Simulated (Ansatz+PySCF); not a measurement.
# Stretching doublet CH₃

```xyz
4

C     0.0000    0.0000    0.0000
H     0.9813    0.0000    0.0000
H    -0.5452    0.9443    0.0000
H    -0.5452   -0.9443    0.0000
```

Atom 2 moves along the C1–H2 line while the others stay.

Basis set: STO-3G (spherical functions). Left uncorrelated: 1 orbital. Charge 0, multiplicity 2.

Computed with Ansatz (development build ahead of 0.2.0), each point on the determinant that the search for low states chose. Each curve is measured from its own lowest point listed.

```csv
r(C1–H2) (Å),ROHF (eV),UHF-MP2 (eV),PBE0 (unrestricted) (eV)
0.981,0.257,0.324,0.304
1.090,0.000,0.000,0.000
1.145,0.097,0.059,0.063
1.254,0.579,0.457,0.455
1.363,1.307,1.090,1.066
1.472,2.170,1.869,1.787
1.526,2.628,2.303,2.167
1.636,3.568,3.153,2.933
1.745,4.509,3.807,3.674
1.854,5.425,4.253,4.335
1.908,5.869,4.416,4.615
2.017,6.718,4.657,5.065
```

**Question.** Give the UHF curve at the same distances.

**Answer.** r (Å), E (eV) and a bar:
```
    0.981      0.265 ##
    1.090      0.000
    1.145      0.092 #
    1.254      0.561 ####
    1.363      1.264 #########
    1.472      2.067 ##############
    1.526      2.463 #################
    1.636      3.146 ######################
    1.745      3.649 #########################
    1.854      3.998 ############################
    1.908      4.129 #############################
    2.017      4.326 ##############################
```

Caution for ROHF at some points: an unrestricted determinant lies well below. Caution for UHF at some points, UHF-MP2 at some points, PBE0 (unrestricted) at some points: the unrestricted determinant is spin contaminated. Caution for UHF at some points, UHF-MP2 at some points: the unrestricted determinant is a mixture of spin states. Caution for UHF-MP2 at some points: bonds are stretched, where a single reference can fail; large amplitudes, a single reference is doubtful; forces differ strongly between restricted and unrestricted references. Caution for PBE0 (unrestricted) at some points: charge can spread falsely over distant fragments.
